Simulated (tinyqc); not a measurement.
Worked calculation (part 1 of 2): RKS/B3LYP (VWN-RPA form) in the sto-3g basis, for H2F+, spin multiplicity 1. Computed by tinyqc, a small Python program that keeps every step (integrals from PySCF). Settings: charge = 1, multiplicity = 1, basis = sto-3g, energy threshold = 1e-09, iteration cap = 79, orthogonalisation = symmetric, start = core, DIIS depth = 6, method = RKS, functional = b3lyp, grid = [40, 26]. Command: `OMP_NUM_THREADS=1 python tinyqc.py 24085 24086 out.jsonl` (the two numbers bound the seeds that draw the settings). One thread of a shared host (Intel(R) Xeon(R) Processor @ 2.60GHz), about 0.9 s of CPU time with the checks. Later iterations appear only in the table of the cycle.

## One-electron integrals

Geometry (angstrom):
```
atom         x          y         z
F     0.000000   0.000000  0.000000
H     0.000000   1.162000  0.712000
H     0.000000  -1.127000  0.691000
```

Basis sto-3g: exponents (1/bohr^2) and contraction coefficients of normalised primitives:
```
element  l (shell)    exponent  coefficient
F            s (1)  166.679130     0.154329
F            s (1)   30.360812     0.535328
F            s (1)    8.216821     0.444635
F            s (2)    6.464803    -0.099967
F            s (2)    1.502281     0.399513
F            s (2)    0.488588     0.700115
F            p (3)    6.464803     0.155916
F            p (3)    1.502281     0.607684
F            p (3)    0.488588     0.391957
H            s (1)    3.425251     0.154329
H            s (1)    0.623914     0.535328
H            s (1)    0.168855     0.444635
```

Overlap, kinetic and nuclear-attraction integrals over the contracted functions; the nuclear repulsion is the sum of Za Zb / Rab.

nuclear repulsion = 7.32856399 hartree

overlap S, order 1F 1s, 1F 2s, 1F 2px, 1F 2py, 1F 2pz, 2H 1s, 3H 1s:
```
[[1.000000, 0.237990, 0.000000, 0.000000, 0.000000, 0.017311, 0.018987],
 [0.237990, 1.000000, 0.000000, 0.000000, 0.000000, 0.211497, 0.227961],
 [0.000000, 0.000000, 1.000000, 0.000000, 0.000000, 0.000000, 0.000000],
 [0.000000, 0.000000, 0.000000, 1.000000, 0.000000, 0.163394, -0.174424],
 [0.000000, 0.000000, 0.000000, 0.000000, 1.000000, 0.100117, 0.106945],
 [0.017311, 0.211497, 0.000000, 0.163394, 0.100117, 1.000000, 0.072773],
 [0.018987, 0.227961, 0.000000, -0.174424, 0.106945, 0.072773, 1.000000]]
```

kinetic energy T (hartree), order 1F 1s, 1F 2s, 1F 2px, 1F 2py, 1F 2pz, 2H 1s, 3H 1s:
```
[[36.984577, -0.212858, 0.000000, 0.000000, 0.000000, -0.005636, -0.006223],
 [-0.212858, 1.037995, 0.000000, 0.000000, 0.000000, -0.003415, 0.001727],
 [0.000000, 0.000000, 3.248015, 0.000000, 0.000000, 0.000000, 0.000000],
 [0.000000, 0.000000, 0.000000, 3.248015, 0.000000, 0.039671, -0.049470],
 [0.000000, 0.000000, 0.000000, 0.000000, 3.248015, 0.024308, 0.030331],
 [-0.005636, -0.003415, 0.000000, 0.039671, 0.024308, 0.760032, -0.011456],
 [-0.006223, 0.001727, 0.000000, -0.049470, 0.030331, -0.011456, 0.760032]]
```

nuclear attraction V (hartree), order 1F 1s, 1F 2s, 1F 2px, 1F 2py, 1F 2pz, 2H 1s, 3H 1s:
```
[[-77.798179, -9.364487, 0.000000, 0.000363, -0.007349, -0.697083, -0.764515],
 [-9.364487, -12.329640, 0.000000, 0.004485, -0.091767, -1.815568, -1.973174],
 [0.000000, 0.000000, -12.209033, 0.000000, 0.000000, 0.000000, 0.000000],
 [0.000363, 0.004485, 0.000000, -12.270323, 0.001663, -1.178236, 1.274641],
 [-0.007349, -0.091767, 0.000000, 0.001663, -12.232059, -0.736715, -0.796757],
 [-0.697083, -1.815568, 0.000000, -1.178236, -0.736715, -4.927308, -0.427425],
 [-0.764515, -1.973174, 0.000000, 1.274641, -0.796757, -0.427425, -5.029691]]
```

core Hamiltonian H = T + V (hartree), order 1F 1s, 1F 2s, 1F 2px, 1F 2py, 1F 2pz, 2H 1s, 3H 1s:
```
[[-40.813602, -9.577345, 0.000000, 0.000363, -0.007349, -0.702719, -0.770738],
 [-9.577345, -11.291645, 0.000000, 0.004485, -0.091767, -1.818983, -1.971446],
 [0.000000, 0.000000, -8.961018, 0.000000, 0.000000, 0.000000, 0.000000],
 [0.000363, 0.004485, 0.000000, -9.022308, 0.001663, -1.138565, 1.225171],
 [-0.007349, -0.091767, 0.000000, 0.001663, -8.984045, -0.712407, -0.766426],
 [-0.702719, -1.818983, 0.000000, -1.138565, -0.712407, -4.167277, -0.438882],
 [-0.770738, -1.971446, 0.000000, 1.225171, -0.766426, -0.438882, -4.269659]]
```

## Two-electron integrals

Functions are numbered as in S; the eight-fold symmetry (ij|kl) = (ji|kl) = (kl|ij) leaves the list below.

Two-electron integrals (ij|kl) in chemists' order, unique and non-zero (hartree):
```
(11|11) 5.403501    (21|11) 0.841920    (21|21) 0.156299    (22|11) 1.268028
(22|21) 0.292344    (22|22) 0.926167    (31|31) 0.027998    (32|31) 0.043169
(32|32) 0.204588    (33|11) 1.264502    (33|21) 0.292403    (33|22) 0.925959
(33|33) 0.997514    (41|41) 0.027998    (42|41) 0.043169    (42|42) 0.204588
(43|43) 0.053770    (44|11) 1.264502    (44|21) 0.292403    (44|22) 0.925959
(44|33) 0.889973    (44|44) 0.997514    (51|51) 0.027998    (52|51) 0.043169
(52|52) 0.204588    (53|53) 0.053770    (54|54) 0.053770    (55|11) 1.264502
(55|21) 0.292403    (55|22) 0.925959    (55|33) 0.889973    (55|44) 0.889973
(55|55) 0.997514    (61|11) 0.061949    (61|21) 0.011413    (61|22) 0.021247
(61|33) 0.021218    (61|41) 0.000372    (61|42) 0.000705    (61|44) 0.021284
(61|51) 0.000228    (61|52) 0.000432    (61|54) 0.000041    (61|55) 0.021243
(61|61) 0.000841    (62|11) 0.178463    (62|21) 0.041791    (62|22) 0.150499
(62|33) 0.148252    (62|41) 0.002378    (62|42) 0.019748    (62|44) 0.153043
(62|51) 0.001457    (62|52) 0.012101    (62|54) 0.002936    (62|55) 0.150051
(62|61) 0.003097    (62|62) 0.031830    (63|31) 0.004108    (63|32) 0.025383
(63|43) 0.004007    (63|53) 0.002455    (63|63) 0.004457    (64|11) 0.111409
(64|21) 0.026400    (64|22) 0.101945    (64|33) 0.097830    (64|41) 0.005392
(64|42) 0.037743    (64|44) 0.108909    (64|51) 0.000787    (64|52) 0.007574
(64|54) 0.004333    (64|55) 0.098981    (64|61) 0.002024    (64|62) 0.026596
(64|64) 0.026577    (65|11) 0.068264    (65|21) 0.016177    (65|22) 0.062466
(65|33) 0.059944    (65|41) 0.000787    (65|42) 0.007574    (65|44) 0.061822
(65|51) 0.004590    (65|52) 0.030023    (65|54) 0.005158    (65|55) 0.065559
(65|61) 0.001240    (65|62) 0.016296    (65|64) 0.013553    (65|65) 0.012762
(66|11) 0.385419    (66|21) 0.091674    (66|22) 0.381750    (66|33) 0.371193
(66|41) 0.005511    (66|42) 0.065811    (66|44) 0.394037    (66|51) 0.003377
(66|52) 0.040325    (66|54) 0.013997    (66|55) 0.379769    (66|61) 0.006809
(66|62) 0.111016    (66|64) 0.108961    (66|65) 0.066764    (66|66) 0.774606
(71|11) 0.067942    (71|21) 0.012518    (71|22) 0.023304    (71|33) 0.023270
(71|41) -0.000412   (71|42) -0.000781   (71|44) 0.023345    (71|51) 0.000253
(71|52) 0.000479    (71|54) -0.000046   (71|55) 0.023299    (71|61) 0.000911
(71|62) 0.003304    (71|64) 0.002014    (71|65) 0.001325    (71|66) 0.007244
(71|71) 0.001012    (72|11) 0.193833    (72|21) 0.045382    (72|22) 0.163181
(72|33) 0.160732    (72|41) -0.002593   (72|42) -0.021409   (72|44) 0.165952
(72|51) 0.001590    (72|52) 0.013126    (72|54) -0.003201   (72|55) 0.162695
(72|61) 0.003271    (72|62) 0.026861    (72|64) 0.015760    (72|65) 0.013276
(72|66) 0.073950    (72|71) 0.003690    (72|72) 0.037227    (73|31) 0.004482
(73|32) 0.027599    (73|43) -0.004356   (73|53) 0.002671    (73|63) 0.003601
(73|73) 0.005231    (74|11) -0.120291   (74|21) -0.028502   (74|22) -0.109849
(74|33) -0.105380   (74|41) 0.005882    (74|42) 0.040985    (74|44) -0.117413
(74|51) -0.000859   (74|52) -0.008207   (74|54) 0.004707    (74|55) -0.106629
(74|61) -0.001982   (74|62) -0.015625   (74|64) -0.005869   (74|65) -0.007627
(74|66) -0.041894   (74|71) -0.002399   (74|72) -0.030890   (74|74) 0.030738
(75|11) 0.073754    (75|21) 0.017475    (75|22) 0.067352    (75|33) 0.064612
(75|41) -0.000859   (75|42) -0.008207   (75|44) 0.066648    (75|51) 0.005008
(75|52) 0.032631    (75|54) -0.005604   (75|55) 0.070719    (75|61) 0.001305
(75|62) 0.013214    (75|64) 0.007643    (75|65) 0.010057    (75|66) 0.039700
(75|71) 0.001471    (75|72) 0.018940    (75|74) -0.015639   (75|75) 0.014820
(76|11) 0.039348    (76|21) 0.009311    (76|22) 0.036892    (76|33) 0.036239
(76|41) 4.16e-06    (76|42) 0.000058    (76|44) 0.036921    (76|51) 0.000513
(76|52) 0.005285    (76|54) 0.000008    (76|55) 0.037478    (76|61) 0.000683
(76|62) 0.007904    (76|64) 0.005906    (76|65) 0.004685    (76|66) 0.031620
(76|71) 0.000749    (76|72) 0.008490    (76|74) -0.006257   (76|75) 0.004999
(76|76) 0.002618    (77|11) 0.396778    (77|21) 0.094367    (77|22) 0.392385
(77|33) 0.381177    (77|41) -0.005809   (77|42) -0.068927   (77|44) 0.405408
(77|51) 0.003562    (77|52) 0.042261    (77|54) -0.014857   (77|55) 0.390286
(77|61) 0.006798    (77|62) 0.070006    (77|64) 0.039844    (77|65) 0.037862
(77|66) 0.230915    (77|71) 0.007693    (77|72) 0.122333    (77|74) -0.119023
(77|75) 0.072977    (77|76) 0.031620    (77|77) 0.774606
```

## Orthogonalisation

S = U s U^T; symmetric (Loewdin) form X = U s^(-1/2) U^T, so that X^T S X = 1.

eigenvalues of S: [0.624582, 0.722786, 0.914418, 1.000000, 1.084379, 1.204915, 1.448920]

X, order 1F 1s, 1F 2s, 1F 2px, 1F 2py, 1F 2pz, 2H 1s, 3H 1s:
```
[[1.022799, -0.128106, 0.000000, 0.000255, -0.002148, 0.010982, 0.011868],
 [-0.128106, 1.061454, 0.000000, -0.002301, 0.018032, -0.109551, -0.119806],
 [0.000000, 0.000000, 1.000000, 0.000000, 0.000000, 0.000000, 0.000000],
 [0.000255, -0.002301, 0.000000, 1.023893, -0.000992, -0.089802, 0.096199],
 [-0.002148, 0.018032, 0.000000, -0.000992, 1.008276, -0.050757, -0.054984],
 [0.010982, -0.109551, 0.000000, -0.089802, -0.050757, 1.033804, -0.027517],
 [0.011868, -0.119806, 0.000000, 0.096199, -0.054984, -0.027517, 1.039171]]
```

## Starting guess

The start is the orbitals of the core Hamiltonian; D = 2 C_occ C_occ^T.

D at the start, order 1F 1s, 1F 2s, 1F 2px, 1F 2py, 1F 2pz, 2H 1s, 3H 1s:
```
[[2.123944, -0.525933, 0.000000, 0.001298, -0.010626, 0.033189, 0.036241],
 [-0.525933, 2.230505, 0.000000, -0.007323, 0.057672, -0.137227, -0.150112],
 [0.000000, 0.000000, 2.000000, 0.000000, 0.000000, 0.000000, 0.000000],
 [0.001298, -0.007323, 0.000000, 2.084635, -0.003455, -0.152560, 0.163394],
 [-0.010626, 0.057672, 0.000000, -0.003455, 2.029064, -0.085165, -0.092066],
 [0.033189, -0.137227, 0.000000, -0.152560, -0.085165, 0.022979, 0.000829],
 [0.036241, -0.150112, 0.000000, 0.163394, -0.092066, 0.000829, 0.026646]]
```

## Iteration 1: exchange-correlation on the grid

Becke grid with 40 radial and 26 angular points per atom, points of zero weight dropped. rho = sum D_ij phi_i phi_j; V_xc,ij = sum w v_xc phi_i phi_j plus the gradient terms; v_xc is d(rho eps)/d rho at fixed gradient. Exact exchange is left to K.

The 12 grid points with the largest w rho, of 3108 (bohr, atomic units):
```
x                  y          z         w       rho  |grad rho|^2     eps_xc       v_xc
0.000000    0.000000   0.972395  0.083648  0.642810      3.646637  -0.591234  -0.713933
-0.972395   0.000000   0.000000  0.084160  0.632993      3.449599  -0.588031  -0.710732
0.972395    0.000000   0.000000  0.084160  0.632993      3.449599  -0.588031  -0.710732
0.000000    0.000000  -0.972395  0.084171  0.628805      3.381362  -0.586749  -0.709297
0.000000    0.000000   0.831481  0.055002  0.946846      5.750742  -0.655240  -0.814800
0.000000    0.972395   0.000000  0.081293  0.637853      3.636997  -0.590224  -0.711951
0.000000   -0.972395   0.000000  0.080643  0.638283      3.671288  -0.590533  -0.711989
0.000000    0.831481   0.000000  0.054468  0.941336      5.727603  -0.654239  -0.813146
0.000000   -0.831481   0.000000  0.054299  0.943324      5.790197  -0.654767  -0.813610
0.831481    0.000000   0.000000  0.055125  0.928242      5.409826  -0.651016  -0.809860
-0.831481   0.000000   0.000000  0.055125  0.928242      5.409826  -0.651016  -0.809860
0.000000    0.000000  -0.831481  0.055128  0.920928      5.291745  -0.649381  -0.807867
```

electrons on the grid, sum of w rho = 9.998094

E_xc = sum of w rho eps_xc = -9.25649332 hartree

V_xc (hartree), order 1F 1s, 1F 2s, 1F 2px, 1F 2py, 1F 2pz, 2H 1s, 3H 1s:
```
[[-2.831974, -0.401659, 0.000000, 0.000038, -0.000245, -0.029771, -0.032653],
 [-0.401659, -0.772934, 0.000000, 0.000008, -0.000376, -0.107943, -0.117602],
 [0.000000, 0.000000, -0.766139, 0.000000, 0.000000, 0.000000, 0.000000],
 [0.000038, 0.000008, 0.000000, -0.770224, 0.000059, -0.067048, 0.072914],
 [-0.000245, -0.000376, 0.000000, 0.000059, -0.766837, -0.040934, -0.044535],
 [-0.029771, -0.107943, 0.000000, -0.067048, -0.040934, -0.192014, -0.020725],
 [-0.032653, -0.117602, 0.000000, 0.072914, -0.044535, -0.020725, -0.203629]]
```

## Iteration 1: building the Kohn-Sham matrix

J_ij = sum D_kl (ij|kl), K_ij = sum D_kl (ik|jl); F = H + J - 0.1 K + V_xc; E = tr D H + tr D J / 2 - 0.05 tr D K + E_xc + E_nn.

Coulomb J (hartree), order 1F 1s, 1F 2s, 1F 2px, 1F 2py, 1F 2pz, 2H 1s, 3H 1s:
```
[[20.973123, 4.021388, 0.000000, -0.000166, 0.001489, 0.293818, 0.322257],
 [4.021388, 9.954617, 0.000000, -0.000113, 0.001428, 1.561491, 1.693529],
 [0.000000, 0.000000, 9.946130, 0.000000, 0.000000, 0.000000, 0.000000],
 [-0.000166, -0.000113, 0.000000, 9.945524, 0.000078, 1.038149, -1.118829],
 [0.001489, 0.001428, 0.000000, 0.000078, 9.945778, 0.635931, 0.685827],
 [0.293818, 1.561491, 0.000000, 1.038149, 0.635931, 3.818287, 0.373542],
 [0.322257, 1.693529, 0.000000, -1.118829, 0.685827, 0.373542, 3.924109]]
```

exchange K (hartree), order 1F 1s, 1F 2s, 1F 2px, 1F 2py, 1F 2pz, 2H 1s, 3H 1s:
```
[[11.112800, 1.948706, 0.000000, -0.000067, 0.000589, 0.152096, 0.166658],
 [1.948706, 3.241107, 0.000000, -0.000362, 0.004713, 0.442437, 0.479811],
 [0.000000, 0.000000, 2.668651, 0.000000, 0.000000, 0.000000, 0.000000],
 [-0.000067, -0.000362, 0.000000, 2.672824, 0.000039, 0.219138, -0.235812],
 [0.000589, 0.004713, 0.000000, 0.000039, 2.669785, 0.133740, 0.144238],
 [0.152096, 0.442437, 0.000000, 0.219138, 0.133740, 0.103144, 0.057798],
 [0.166658, 0.479811, 0.000000, -0.235812, 0.144238, 0.057798, 0.119648]]
```

Kohn-Sham matrix F (hartree), order 1F 1s, 1F 2s, 1F 2px, 1F 2py, 1F 2pz, 2H 1s, 3H 1s:
```
[[-23.783734, -6.152487, 0.000000, 0.000243, -0.006163, -0.453881, -0.497800],
 [-6.152487, -2.434073, 0.000000, 0.004417, -0.091186, -0.409678, -0.443500],
 [0.000000, 0.000000, -0.047892, 0.000000, 0.000000, 0.000000, 0.000000],
 [0.000243, 0.004417, 0.000000, -0.114290, 0.001796, -0.189378, 0.202837],
 [-0.006163, -0.091186, 0.000000, 0.001796, -0.072082, -0.130784, -0.139558],
 [-0.453881, -0.409678, 0.000000, -0.189378, -0.130784, -0.551318, -0.091844],
 [-0.497800, -0.443500, 0.000000, 0.202837, -0.139558, -0.091844, -0.561144]]
```

total energy of this density = -98.28741380 hartree

## Iteration 1: diagonalisation and new density

Diagonalise F' = X^T F X, C = X C', fill 5 alpha and 5 beta electrons from the bottom; D = 2 C_occ C_occ^T. Each column has its largest component positive (the first on a tie).

F' = X^T F X (hartree):
```
[[-23.328230, -3.240937, 0.000000, 0.001141, -0.008445, -0.022645, -0.028061],
 [-3.240937, -1.298935, 0.000000, 0.000134, -0.056309, -0.156146, -0.169961],
 [0.000000, 0.000000, -0.047892, 0.000000, 0.000000, 0.000000, 0.000000],
 [0.001141, 0.000134, 0.000000, -0.053091, -0.000663, -0.154986, 0.165469],
 [-0.008445, -0.056309, 0.000000, -0.000663, -0.050350, -0.094203, -0.101400],
 [-0.022645, -0.156146, 0.000000, -0.154986, -0.094203, -0.474093, -0.023053],
 [-0.028061, -0.169961, 0.000000, 0.165469, -0.101400, -0.023053, -0.471656]]
```

orbital energies (hartree): [-23.795353, -0.957179, -0.552459, -0.410402, -0.047892, -0.011134, 0.050171]

coefficients C, order 1F 1s, 1F 2s, 1F 2px, 1F 2py, 1F 2pz, 2H 1s, 3H 1s:
```
[[0.994114, -0.233693, -0.003984, 0.140724, 0.000000, -0.009502, 0.003471],
 [0.024127, 0.865866, 0.018188, -0.642801, 0.000000, 0.074181, -0.021214],
 [0.000000, 0.000000, 0.000000, 0.000000, 1.000000, 0.000000, 0.000000],
 [-0.000087, -0.006288, 0.303026, -0.013518, 0.000000, 0.075242, 0.983856],
 [0.000938, 0.105691, -0.000661, 0.181295, 0.000000, 0.986358, -0.074899],
 [-0.002861, 0.211589, 0.658362, 0.639262, 0.000000, -0.272700, -0.361982],
 [-0.003114, 0.231913, -0.634934, 0.645144, 0.000000, -0.226399, 0.427790]]
```

D after iteration 1, order 1F 1s, 1F 2s, 1F 2px, 1F 2py, 1F 2pz, 2H 1s, 3H 1s:
```
[[2.125387, -0.537783, 0.000000, -0.003452, 0.003497, 0.070091, 0.072049],
 [-0.537783, 2.327657, 0.000000, 0.017507, -0.050022, -0.431611, -0.451034],
 [0.000000, 0.000000, 2.000000, 0.000000, 0.000000, 0.000000, 0.000000],
 [-0.003452, 0.017507, 0.000000, 0.184094, -0.006631, 0.379058, -0.405160],
 [0.003497, -0.050022, 0.000000, -0.006631, 0.088079, 0.275640, 0.283779],
 [0.070091, -0.431611, 0.000000, 0.379058, 0.275640, 1.773750, 0.086958],
 [0.072049, -0.451034, 0.000000, -0.405160, 0.283779, 0.086958, 1.746290]]
```

## Iteration 2: exchange-correlation on the grid

As before.

The 12 grid points with the largest w rho, of 3108 (bohr, atomic units):
```
x                 y         z         w       rho  |grad rho|^2     eps_xc       v_xc
-0.972395  0.000000  0.000000  0.084160  0.634221      3.479638  -0.588472  -0.711110
0.972395   0.000000  0.000000  0.084160  0.634221      3.479638  -0.588472  -0.711110
-0.831481  0.000000  0.000000  0.055125  0.930972      5.470923  -0.651678  -0.810559
0.831481   0.000000  0.000000  0.055125  0.930972      5.470923  -0.651678  -0.810559
-1.129387  0.000000  0.000000  0.126222  0.384937      1.720311  -0.518329  -0.601757
1.129387   0.000000  0.000000  0.126222  0.384937      1.720311  -0.518329  -0.601757
-0.705534  0.000000  0.000000  0.035390  1.248906      7.227921  -0.706933  -0.895897
0.705534   0.000000  0.000000  0.035390  1.248906      7.227921  -0.706933  -0.895897
-1.303671  0.000000  0.000000  0.186349  0.205343      0.598475  -0.442731  -0.493807
1.303671   0.000000  0.000000  0.186349  0.205343      0.598475  -0.442731  -0.493807
0.593522   0.000000  0.000000  0.022212  1.559501      7.958971  -0.752695  -0.966375
-0.593522  0.000000  0.000000  0.022212  1.559501      7.958971  -0.752695  -0.966375
```

electrons on the grid, sum of w rho = 9.997546

E_xc = sum of w rho eps_xc = -7.92502075 hartree

V_xc (hartree), order 1F 1s, 1F 2s, 1F 2px, 1F 2py, 1F 2pz, 2H 1s, 3H 1s:
```
[[-2.802587, -0.377423, 0.000000, -0.000152, 0.000188, -0.028008, -0.030710],
 [-0.377423, -0.651222, 0.000000, -0.000689, -0.005458, -0.102009, -0.111144],
 [0.000000, 0.000000, -0.710571, 0.000000, 0.000000, 0.000000, 0.000000],
 [-0.000152, -0.000689, 0.000000, -0.622734, 0.001120, -0.071265, 0.077321],
 [0.000188, -0.005458, 0.000000, 0.001120, -0.603629, -0.044168, -0.048114],
 [-0.028008, -0.102009, 0.000000, -0.071265, -0.044168, -0.423374, -0.025322],
 [-0.030710, -0.111144, 0.000000, 0.077321, -0.048114, -0.025322, -0.423492]]
```
